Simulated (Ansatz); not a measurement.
One crystal and one scan (energy against volume) at two levels, PBE (plane waves to 420 eV, PAW, scalar-relativistic; Ansatz, a quantum-chemistry and plane-wave program) and r2SCAN (plane waves to 500 eV, PAW, scalar-relativistic; Ansatz), each from its own relaxed cell and on its own mesh.

The crystal is NaCl (rock salt); the cell is scaled evenly about its relaxed volume V₀.

E stands for the smeared free energy. NaCl was relaxed with its symmetry unable to fall.

| quantity | run 1 | run 2 |
|---|---|---|
| Lattice constant a (Å) | 5.608 | 5.696 |
| Band gap of the relaxed cell, no spin-orbit coupling (eV) | 5.97 | 5.00 |
| Bulk modulus B₀ (third-order Birch-Murnaghan fit) (GPa) | 27.5 | 23.6 |

### Question
Which run is which level?

### Answer
Run 2 is PBE, run 1 is r2SCAN. PBE gives the higher value for: lattice constant a. PBE gives the lower value for: band gap of the relaxed cell, no spin-orbit coupling; bulk modulus B₀. For the lattice constant a the reference is 5.569 Å (measured, corrected to the static lattice; as given in Daniel Mejia-Rodriguez, S. B. Trickey, Physical Review B (2018), arXiv:1807.09216): r2SCAN lies nearer. For the bulk modulus B₀ the reference is 27.6 GPa (measured, corrected to the static lattice; as given in Daniel Mejia-Rodriguez, S. B. Trickey, Physical Review B (2018), arXiv:1807.09216): r2SCAN lies nearer. 

(A scan under strain: stresses follow from slopes of the energy per volume, elastic moduli from its curvatures.)
